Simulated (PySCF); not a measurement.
Gas-phase reaction: H₃SiOH + 2 SiCl₃ → 3 SiCl₂ + H₂O + 2 H

Method: PySCF energies plus ideal-gas RRHO corrections (1 bar). † marks an energy on the PBE0/def2-TZVP geometry and frequencies; other levels use their own. CCSD(T) freezes the core. 6-31G* has spherical d functions here. Open shells (unrestricted): SiCl₃ (multiplicity 2), H (multiplicity 2); the rest are closed-shell singlets. B3LYP is the form with VWN-RPA correlation. H₃SiOH: computed as isolated molecules; such fragments, hydroxides, amides, oligomers or adducts are transient or little studied in the gas. CCSD(T) isn't extrapolated to the basis-set limit.

```csv
level,"ΔH°(298 K), kJ"
B3LYP/6-31G*,608
B3LYP/def2-TZVP†,613
CCSD(T)/def2-SVP†,591
HF/6-31G*,596
PBE/def2-TZVP†,[?]
r2SCAN/def2-TZVP†,[?]
LDA/def2-TZVP†,[?]
ωB97M-V/def2-TZVP†,[?]
```

Problem. Complete the blanks.

Solution. 
- PBE/def2-TZVP†, ΔH°(298 K), kJ: 597
- r2SCAN/def2-TZVP†, ΔH°(298 K), kJ: 690
- LDA/def2-TZVP†, ΔH°(298 K), kJ: 676
- ωB97M-V/def2-TZVP†, ΔH°(298 K), kJ: 599
